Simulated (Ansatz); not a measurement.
# BH7NP: the cost of one run

All numbers below are computed with Ansatz 0.2.0 (RKS PBE/6-31G*).

## (1) The system as given

Bond lengths: N2–H3 1.060 Å, N2–H4 1.060 Å, B1–H5 1.190 Å, B1–H6 1.190 Å, B1–P7 2.210 Å, P7–H8 1.420 Å, P7–H9 1.420 Å, N2–H10 1.149 Å, P7–H10 1.433 Å. Angles: H3–N2–H4 120.0°, H3–N2–H10 101.7°, H4–N2–H10 85.2°, H5–B1–H6 120.0°, H5–B1–P7 105.4°, H6–B1–P7 92.8°, B1–P7–H8 109.5°, B1–P7–H9 109.5°, B1–P7–H10 66.5°, H8–P7–H9 109.4°, H8–P7–H10 116.1°, H9–P7–H10 43.9°, N2–H10–P7 138.7°.

As a file:

```xyz
10

B     0.0000    0.0000    0.0000
N     0.0000    0.0000    1.9000
H    -0.8770   -0.2713    2.4300
H     0.8770    0.2713    2.4300
H     1.0305    0.0000   -0.5950
H    -1.0305    0.0000   -0.5950
P    -0.2764    2.0790    0.6969
H    -1.5961    2.5082    0.3960
H    -0.0678    2.1402    2.1001
H    -0.1504    1.1309    1.7636
```

## (2) Pulling towards end A

Springs on the bonds that form and break draw the guess towards this end; the thresholds are loose.

input.yaml reads:

```yaml
crystal:
  periodic: [false, false, false]
  atoms:
    - { symbol: B, position_ang: [0.0, 0.0, 0.0] }
    - { symbol: "N", position_ang: [0.0, 0.0, 1.9] }
    - { symbol: H, position_ang: [-0.877, -0.2713, 2.43] }
    - { symbol: H, position_ang: [0.877, 0.2713, 2.43] }
    - { symbol: H, position_ang: [1.0305, 0.0, -0.595] }
    - { symbol: H, position_ang: [-1.0305, 0.0, -0.595] }
    - { symbol: P, position_ang: [-0.2764, 2.079, 0.6969] }
    - { symbol: H, position_ang: [-1.5961, 2.5082, 0.396] }
    - { symbol: H, position_ang: [-0.0678, 2.1402, 2.1001] }
    - { symbol: H, position_ang: [-0.1504, 1.1309, 1.7636] }
basis:
  gaussian: { orbitals: "6-31G*" }
hamiltonian:
  xc: pbe
relax:
  f_tol: 0.15
  max_steps: 25
  restrain:
    - { distance: [0, 6], at: 3.11, k: 30.0 }
    - { distance: [9, 1], at: 2.26, k: 30.0 }
    - { distance: [0, 1], at: 1.55, k: 30.0 }
    - { distance: [9, 6], at: 1.42, k: 30.0 }
output:
  orbitals: {}
```

Launch:

```bash
ansatz run input.yaml --threads 1 --pin off --max-ram 2048MiB --backend cpu --events-out ev --progress --plain --runs-dir out
```

Q: Estimate wall time and peak memory on 1 thread of Arm Neoverse V1, shared host.

About 39 s, with a peak of 0.13 GiB.
